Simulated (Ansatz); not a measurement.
**BH3O (BH2(OH)): levels of theory compared**

Aim: a comparison of 6 runs (HF/STO-3G, UHF/STO-3G, PBE0/STO-3G, revPBE/STO-3G, CCSD(T)/STO-3G, FCI/STO-3G) of BH3O (BH2(OH)). 

Program for the calculation: Ansatz 0.2.0.

45 further runs of the same task are left out: 1 that didn't finish, 44 set aside as unsound or not needed.

## (1) Starting point

BH3O has 5 atoms, charge 0, and is taken as a singlet. As SMILES, `[H]B([H])O`. The O4–B1 distance was set to 3.313 Å, away from the relaxed value. At this shape a bond of the SMILES string is far longer than usual.

Bond lengths: B1–H2 1.172 Å, B1–H3 1.182 Å, O4–H5 0.958 Å. Angles: H2–B1–H3 121.4°.

## (2) A single-point energy at HF/STO-3G (run 1)

Input file run.yaml:

```yaml
crystal:
  periodic: [false, false, false]
  atoms:
    - symbol: B
      position_ang: [0.916549, 2.134232, -0.532981]
    - symbol: H
      position_ang: [2.049129, 2.221792, -0.820091]
    - symbol: H
      position_ang: [0.212669, 3.083112, -0.505181]
    - symbol: O
      position_ang: [-0.159420, -0.918700, 0.174490]
    - symbol: H
      position_ang: [-1.082200, -1.025180, 0.410320]
basis:
  gaussian:
    orbitals: STO-3G
hamiltonian:
  xc: hf
accuracy: high
```

Started as:

```console
ansatz run run.yaml --threads 1 --pin off --max-ram 2610MiB --events-out events.jsonl --progress --plain --runs-dir runs
```

Standard output:

```text
Warning: RAYON_NUM_THREADS=1 ignored (pool sized by the plan → 1); use --threads N
Functional definition: HF
  name "HF"
  exchange = exact_x
  correlation = 0
194 factors; integrals over basis functions are off by at most 2.3e-8 eV
mean field evaluation 1: about -2699.7416 eV, gradient 3.0e1 eV
mean field evaluation 2: about -2699.7474 eV, gradient 3.0e1 eV
mean field evaluation 4: about -2701.7982 eV, gradient 2.2e1 eV
mean field evaluation 8: about -2637.0318 eV, gradient 1.4e2 eV
mean field evaluation 16: about -2708.1316 eV, gradient 7.4e-2 eV
mean field evaluation 32: about -2705.8294 eV, gradient 2.0e1 eV
mean field evaluation 64: about -2583.5346 eV, gradient 9.8e1 eV
mean field -2708.13165959 eV, -99.5220028525 hartree, gradient 1.9e-8 eV, S^2 0.000000; 1 other end points of the search recorded, 0 dependent functions left out
reference -2708.13165959 eV, -99.5220028525 hartree; 8, 8 occupied and 5, 5 virtual orbitals, 194 factors
Total energy: -2708.13165959 eV, -99.5220028525 hartree
```

Run time: 0.08 s. Hardware: 1 thread of Arm Neoverse V1, shared host.

## (3) The energy at UHF/STO-3G (run 2)

Input file molecule.yaml:

```yaml
crystal:
  periodic: [false, false, false]
  atoms:
    - symbol: B
      position_ang: [0.916549, 2.134232, -0.532981]
    - symbol: H
      position_ang: [2.049129, 2.221792, -0.820091]
    - symbol: H
      position_ang: [0.212669, 3.083112, -0.505181]
    - symbol: O
      position_ang: [-0.159420, -0.918700, 0.174490]
    - symbol: H
      position_ang: [-1.082200, -1.025180, 0.410320]
basis:
  gaussian: {orbitals: STO-3G}
magnetization: {spin_polarized: true, initial_magnetization: 0}
hamiltonian: {xc: hf}
accuracy: high
```

Started as:

```console
ansatz run molecule.yaml --threads 1 --pin off --max-ram 2610MiB --events-out events.jsonl --progress --plain --runs-dir runs
```

Standard output, cut to the lines that bear on the results:

```text
Warning: RAYON_NUM_THREADS=1 ignored (pool sized by the plan → 1); use --threads N
[... 2 set-up lines as earlier in the session ...]
[...]
194 factors; integrals over basis functions are off by at most 2.3e-8 eV
[...]
mean field -2714.92172409 eV, -99.7715331201 hartree, gradient 1.3e-8 eV, S^2 1.002153; 4 other end points of the search recorded, 0 dependent functions left out
reference -2714.92172409 eV, -99.7715331201 hartree; 8, 8 occupied and 5, 5 virtual orbitals, 194 factors
Total energy: -2714.92172409 eV, -99.7715331201 hartree
```

Wall time 0.16 s (1 thread of Arm Neoverse V1, shared host).

Run 3 isn't shown in full; the table further down has it.

## (4) A single-point energy at revPBE/STO-3G (run 4)

Input file run.yaml:

```yaml
crystal:
  periodic: [false, false, false]
  atoms:
    - {symbol: B, position_ang: [0.916549, 2.134232, -0.532981]}
    - {symbol: H, position_ang: [2.049129, 2.221792, -0.820091]}
    - {symbol: H, position_ang: [0.212669, 3.083112, -0.505181]}
    - {symbol: O, position_ang: [-0.159420, -0.918700, 0.174490]}
    - {symbol: H, position_ang: [-1.082200, -1.025180, 0.410320]}
basis:
  gaussian:
    orbitals: STO-3G
hamiltonian:
  xc: {name: revPBE}
accuracy: high
```

Started as:

```console
ansatz run run.yaml --threads 1 --pin off --max-ram 2610MiB --events-out events.jsonl --progress --plain --runs-dir runs
```

Standard output:

```text
Warning: RAYON_NUM_THREADS=1 ignored (pool sized by the plan → 1); use --threads N
Functional definition: revPBE
  name "revPBE"
  parameter kappa = 1.245
  parameter beta = 0.06672455060314922
  exchange = pbe_x(kappa = kappa, mu = beta*pi^2/3)
  correlation = pbe_c(beta = beta)
194 factors; integrals over basis functions are off by at most 2.3e-8 eV
mean field evaluation 1: about -2713.8147 eV, gradient 3.0e1 eV
mean field evaluation 2: about -2358.2802 eV, gradient 1.1e2 eV
mean field evaluation 4: about -2708.5053 eV, gradient 2.7e1 eV
mean field evaluation 8: about -2721.0122 eV, gradient 2.4e1 eV
mean field evaluation 16: about -2725.8766 eV, gradient 2.8e-3 eV
mean field evaluation 32: about -2723.8658 eV, gradient 1.2e1 eV
mean field -2725.87661265 eV, -100.1741178493 hartree, gradient 1.1e-8 eV, S^2 0.000000; 5 other end points of the search recorded, 0 dependent functions left out
reference -2725.87661506 eV, -100.1741179381 hartree; 8, 8 occupied and 5, 5 virtual orbitals, 194 factors
Total energy: -2725.87661506 eV, -100.1741179381 hartree
```

It took 0.91 s on 1 thread of Arm Neoverse V1, shared host.

Run 5 isn't shown in full; the table further down has it.

## (5) A single-point energy at FCI/STO-3G (run 6)

Input file molecule.yaml:

```yaml
crystal:
  periodic: [false, false, false]
  atoms:
    - {symbol: B, position_ang: [0.916549, 2.134232, -0.532981]}
    - {symbol: H, position_ang: [2.049129, 2.221792, -0.820091]}
    - {symbol: H, position_ang: [0.212669, 3.083112, -0.505181]}
    - {symbol: O, position_ang: [-0.159420, -0.918700, 0.174490]}
    - {symbol: H, position_ang: [-1.082200, -1.025180, 0.410320]}
basis:
  gaussian: {orbitals: STO-3G}
accuracy: high
correlation: {method: fci, frozen_orbitals: {B: 1, H: 0, O: 1}}
```

Started as:

```console
ansatz run molecule.yaml --threads 1 --pin off --max-ram 2610MiB --events-out events.jsonl --progress --plain --runs-dir runs
```

Standard output, cut to the lines that bear on the results:

```text
Warning: RAYON_NUM_THREADS=1 ignored (pool sized by the plan → 1); use --threads N
[... 2 set-up lines as earlier in the session ...]
[...]
194 factors; integrals over basis functions are off by at most 2.3e-8 eV
[...]
mean field -2708.13165959 eV, -99.5220028525 hartree, gradient 1.9e-8 eV, S^2 0.000000; 4 other end points of the search recorded, 0 dependent functions left out; unrestricted orbitals would lower it
[...]
unrestricted determinant -2714.92172408 eV, -99.7715331201 hartree, S^2 1.0022
2 core orbitals not correlated: weight in the atoms' cores, before any rotation towards them, 1.000 or more for the frozen orbitals, at most 0.000 for the correlated occupied ones
reference -2708.13165959 eV, -99.5220028525 hartree; 6, 6 occupied and 5, 5 virtual orbitals, 194 factors
state -2716.58771696 eV, -99.8327572291 hartree
Total energy: -2716.58771696 eV, -99.8327572291 hartree
```

It took 2 s on 1 thread of Arm Neoverse V1, shared host.

## (6) The series

| run | level | frozen core orbitals | energy (Eh) | wall time |
| --- | --- | --- | --- | --- |
| 1 | HF/STO-3G | – | -99.522003 | 0.08 s |
| 2 | UHF/STO-3G | – | -99.771533 | 0.16 s |
| 3 | PBE0/STO-3G | – | -100.046826 | 0.72 s |
| 4 | revPBE/STO-3G | – | -100.174118 | 0.91 s |
| 5 | CCSD(T)/STO-3G | 2 | -99.836237 | 0.14 s |
| 6 | FCI/STO-3G | 2 | -99.832757 | 2 s |

## (7) Outcome

| quantity | value |
| --- | --- |
| run 6: total energy | -99.83276 Eh |
| run 6: correlation energy (2 core orbitals frozen) | -310.8 mEh |

In words: Against full CI in this basis: HF +310.8 mEh; UHF +61.2 mEh; CCSD(T) -3.5 mEh. Totals of different functionals can't be ranked against each other. In run 5 the T1 diagnostic is large, so a single reference may not serve. In run 5 the log says that unrestricted orbitals would lower the reference, so the values rest on an unstable closed-shell determinant (other closed-shell runs at this shape may share the fault). In runs 1, 2, 3, 4, 5, 6 the basis is minimal, so the values are rough. Spin contamination of the reference: run 2 ⟨S²⟩ = 1.00. Where it is this large, the reference is a mixture of spin states, and values that rest on it are in doubt. All runs together took 4 s, the longest 2 s.
